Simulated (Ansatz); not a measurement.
**C2HSi, doublet: reading a ladder of total energies**

Geometry: displaced at random from a stationary point.

```yaml
atoms:
  - { symbol: C, position_ang: [0.0840, -0.8046, 0.7640] }
  - { symbol: C, position_ang: [-0.0808, 0.4826, 1.0268] }
  - { symbol: Si, position_ang: [-0.0042, 0.0952, -0.8295] }
  - { symbol: H, position_ang: [0.0789, 1.1854, 1.7747] }
```

Basis cc-pVDZ; Ansatz 0.2.0. Only valence electrons are correlated (noble-gas cores frozen), which leaves 13 electrons in 44 orbitals. R marks a restricted (for open shells ROHF) determinant, U an unrestricted one.

Full CI isn't at hand for all of this; UCCSDT(Q) serves as the reference, and is uncertain by the last step of the cluster series or more.

UCCSD has a T1 diagnostic of 0.026 and a largest doubles amplitude of 0.05.

Runs differ by some tens of microhartree through their thresholds and, for an open shell, their frozen cores, so steps under 0.03 kcal/mol mean nothing.

```csv
level,total energy (hartree)
UHF,-365.110358
UMP2,-365.418180
UCCSD,-365.446059
UCCSD(T),-365.463168
UCCSDT,-365.464160
UCCSDT(Q),-365.465741
```

What is the correlation energy at UCCSDT(Q), and what share of it do UMP2 and UCCSD(T) recover?

E(corr) = -365.465741 − (-365.110358) = -0.355383 hartree = -9.670 eV. UMP2: -0.307822 / -0.355383 = 86.62 %. UCCSD(T): -0.352810 / -0.355383 = 99.28 %.

By how many kcal/mol does UCCSD(T) miss UCCSDT(Q) (1 hartree = 627.509 kcal/mol), and which steps make up the rest?

-365.463168 − (-365.465741) = 0.002573 hartree = 1.61 kcal/mol. Steps: UCCSDT − UCCSD(T) = -0.62, UCCSDT(Q) − UCCSDT = -0.99 kcal/mol. Differences between like states or geometries often cancel part of this.
